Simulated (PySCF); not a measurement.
All values below come from B3LYP-D3(BJ)/def2-TZVP // PBE0-D4/def2-TZVP run with PySCF 2.14.0. Gas-phase values, no solvent. One relaxed conformer stands for a flexible species; it need not be the lowest. B3LYP has the VWN-RPA correlation part, as in Gaussian. 

Reference species (SMILES): `C=CC[S]` (C–C–C–S torsion 119°) (neutral, multiplicity 2).

- highest occupied spin orbital = -6.45 eV

Changed species: `[CH2]C=O` (radical fragment; the reference has radical fragment).

Problem. Predict the effect on the highest occupied spin orbital.

Solution. the highest occupied spin orbital falls by 0.90 eV, to -7.35 eV.
